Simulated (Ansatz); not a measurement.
**doublet [SO3]−: levels of theory compared**

Aim: a comparison of 6 runs (U-r2SCAN/6-311+G**, U-r2SCAN0/6-311+G**, U-wB97X/6-311+G**, UHSE06/6-311+G**, UPBE0/6-311+G**, USVWN5/6-311+G**) of doublet [SO3]−. 

The calculation is run with Ansatz 0.2.0.

36 further runs of the same task are left out: 2 that didn't finish, 34 set aside as unsound or not needed.

### 1 The structure to begin with

[SO3]− has 4 atoms, charge -1, and is taken as a doublet. As SMILES of the parent species, `O=S(=O)=O`. The coordinates come from a PBE0-D4/def2-TZVP relaxation. That shape belongs to the parent species and isn't relaxed for this state.

Bond lengths: O1–S2 1.419 Å, S2–O3 1.419 Å, S2–O4 1.419 Å. Angles: O1–S2–O3 120.0°, O1–S2–O4 120.0°, O3–S2–O4 120.0°.

### 2 The energy at U-r2SCAN/6-311+G(d,p) (run 1)

job.yaml

```yaml
crystal:
  periodic: [false, false, false]
  atoms:
    - {symbol: O, position_ang: [-1.121570, -0.684610, 0.536720]}
    - {symbol: S, position_ang: [0.000010, -0.000030, -0.000040]}
    - {symbol: O, position_ang: [1.308940, -0.327680, 0.440460]}
    - {symbol: O, position_ang: [-0.187380, 1.012320, -0.977150]}
basis:
  gaussian: {orbitals: 6-311+G_st__st_-spherical.json}
total_charge: -1
magnetization: {spin_polarized: true, initial_magnetization: 1}
hamiltonian: {xc: r2scan}
accuracy: high
output: {orbitals: {seedname: orbitals}}
```

The basis set 6-311+G** is read from a file made from the Basis Set Exchange's data (not shown).

Started as:

```sh
$ ansatz run job.yaml --threads 1 --pin off --max-ram 3480MiB --events-out events.jsonl --progress --plain --runs-dir runs
```

Output:

```text
Warning: RAYON_NUM_THREADS=1 ignored (pool sized by the plan → 1); use --threads N
Functional definition: r2SCAN
  name "r2SCAN"
  parameter k0 = 0.174
  parameter k1 = 0.065
  parameter a1 = 4.9479
  exchange = r2scan_x(k0 = k0, k1 = k1, a1 = a1)
  correlation = r2scan_c
1680 factors; integrals over basis functions are off by at most 3.8e-9 eV
mean field evaluation 1: about -16966.2700 eV, gradient 4.3e1 eV
mean field evaluation 2: about -16949.2049 eV, gradient 8.6e1 eV
mean field evaluation 4: about -16972.9588 eV, gradient 8.4e-1 eV
mean field evaluation 8: about -16972.9563 eV, gradient 1.4e-1 eV
mean field evaluation 16: about -16972.9564 eV, gradient 7.5e-5 eV
mean field evaluation 32: about -16972.9316 eV, gradient 2.1e0 eV
mean field -16972.95635603 eV, -623.7446414012 hartree, gradient 4.5e-8 eV, S^2 0.755644; 3 other end points of the search recorded, 0 dependent functions left out
reference -16972.95636409 eV, -623.7446416973 hartree; 21, 20 occupied and 75, 76 virtual orbitals, 1680 factors
Total energy: -16972.95636409 eV, -623.7446416973 hartree
```

Wall time 19 s (1 thread of Arm Neoverse V2, shared host); peak memory 0.36 GiB.

### 3 The energy at U-r2SCAN0/6-311+G(d,p) (run 2)

in.yaml

```yaml
crystal:
  periodic: [false, false, false]
  atoms:
    - {symbol: O, position_ang: [-1.121570, -0.684610, 0.536720]}
    - {symbol: S, position_ang: [0.000010, -0.000030, -0.000040]}
    - {symbol: O, position_ang: [1.308940, -0.327680, 0.440460]}
    - {symbol: O, position_ang: [-0.187380, 1.012320, -0.977150]}
basis:
  gaussian:
    orbitals: 6-311+G_st__st_-spherical.json
total_charge: -1
accuracy: high
hamiltonian:
  xc: {name: r2SCAN0}
output:
  orbitals: {seedname: orbitals}
magnetization:
  spin_polarized: true
  initial_magnetization: 1
```

The basis set 6-311+G** is read from a file made from the Basis Set Exchange's data (not shown).

Started as:

```sh
$ ansatz run in.yaml --threads 1 --pin off --max-ram 3480MiB --events-out events.jsonl --progress --plain --runs-dir runs
```

Output:

```text
Warning: RAYON_NUM_THREADS=1 ignored (pool sized by the plan → 1); use --threads N
Functional definition: r2SCAN0
  name "r2SCAN0"
  parameter a = 0.25
[... 3 set-up lines as earlier in the session ...]
  exchange = (1 - a)*r2scan_x(k0 = k0, k1 = k1, a1 = a1) + a*exact_x
[... 1 set-up line as earlier in the session ...]
1680 factors; integrals over basis functions are off by at most 3.8e-9 eV
mean field evaluation 1: about -16965.1004 eV, gradient 4.0e1 eV
mean field evaluation 2: about -16958.1894 eV, gradient 6.4e1 eV
mean field evaluation 4: about -16970.9946 eV, gradient 1.5e0 eV
mean field evaluation 8: about -16971.3707 eV, gradient 2.8e-1 eV
mean field evaluation 16: about -16971.3713 eV, gradient 4.3e-4 eV
mean field evaluation 32: about -16971.3713 eV, gradient 6.4e-7 eV
mean field -16971.37128559 eV, -623.6863911369 hartree, gradient 6.3e-8 eV, S^2 0.757780; 2 other end points of the search recorded, 0 dependent functions left out
reference -16971.37129162 eV, -623.6863913585 hartree; 21, 20 occupied and 75, 76 virtual orbitals, 1680 factors
Total energy: -16971.37129162 eV, -623.6863913585 hartree
```

Run time: 37 s. Hardware: 1 thread of Arm Neoverse V2, shared host; peak memory 0.5 GiB.

Runs 3 to 5 aren't shown in full; the table further down has their settings and results.

### 4 A single-point energy at USVWN5/6-311+G(d,p) (run 6)

Edit in.yaml of step 3 so:

```diff
@@ -10,8 +10,8 @@
     orbitals: 6-311+G_st__st_-spherical.json
-total_charge: -1
+output:
+  orbitals: {seedname: orbitals}
 accuracy: high
 hamiltonian:
-  xc: {name: r2SCAN0}
-output:
-  orbitals: {seedname: orbitals}
+  xc: {name: SVWN5}
+total_charge: -1
 magnetization:
```

The basis set 6-311+G** is read from a file made from the Basis Set Exchange's data (not shown).

Started as:

```sh
$ ansatz run in.yaml --threads 1 --pin off --max-ram 3480MiB --events-out events.jsonl --progress --plain --runs-dir runs
```

Output:

```text
Warning: RAYON_NUM_THREADS=1 ignored (pool sized by the plan → 1); use --threads N
Functional definition: SVWN5
  name "SVWN5"
  exchange = slater_x
  correlation = vwn5_c
1680 factors; integrals over basis functions are off by at most 3.8e-9 eV
mean field evaluation 1: about -16889.8664 eV, gradient 4.6e1 eV
mean field evaluation 2: about -16863.5204 eV, gradient 1.0e2 eV
mean field evaluation 4: about -16897.2096 eV, gradient 2.4e0 eV
mean field evaluation 8: about -16897.2351 eV, gradient 3.8e-1 eV
mean field evaluation 16: about -16897.2356 eV, gradient 1.7e-5 eV
mean field evaluation 32: about -16897.2012 eV, gradient 2.3e0 eV
mean field -16897.23561351 eV, -620.9619554389 hartree, gradient 8.1e-9 eV, S^2 0.751006; 3 other end points of the search recorded, 0 dependent functions left out
reference -16897.23561605 eV, -620.9619555320 hartree; 21, 20 occupied and 75, 76 virtual orbitals, 1680 factors
Total energy: -16897.23561605 eV, -620.9619555320 hartree
```

It took 4.2 s on 1 thread of Arm Neoverse V2, shared host; peak memory 0.23 GiB.

### 5 Overview of the runs

| run | level | energy (Eh) | HOMO energy (eV) | LUMO energy (eV) | ⟨S²⟩ | wall time |
| --- | --- | --- | --- | --- | --- | --- |
| 1 | U-r2SCAN/6-311+G** | -623.744642 | 1.93 | 2.68 | 0.756 | 19 s |
| 2 | U-r2SCAN0/6-311+G** | -623.686391 | 1.20 | 3.55 | 0.758 | 37 s |
| 3 | U-wB97X/6-311+G** | -623.793163 | -0.42 | 5.82 | 0.754 | 59 s |
| 4 | UHSE06/6-311+G** | -623.475409 | 1.69 | 3.18 | 0.754 | 15 s |
| 5 | UPBE0/6-311+G** | -623.491440 | 1.32 | 3.58 | 0.755 | 13 s |
| 6 | USVWN5/6-311+G** | -620.961956 | 1.88 | 2.41 | 0.751 | 4.2 s |

### 6 Outcome

```
                                 quantity          value
                      run 6: total energy  -620.96196 Eh
run 6: HOMO energy (highest over α and β)        1.88 eV
 run 6: LUMO energy (lowest over α and β)        2.41 eV
                              run 6: ⟨S²⟩          0.751
```

What this shows: Totals of different functionals can't be ranked against each other. In runs 1, 2, 4, 5, 6 the HOMO lies above zero, so the outermost electron may be held by the basis alone. All runs together took 2.5 min, the longest 59 s.
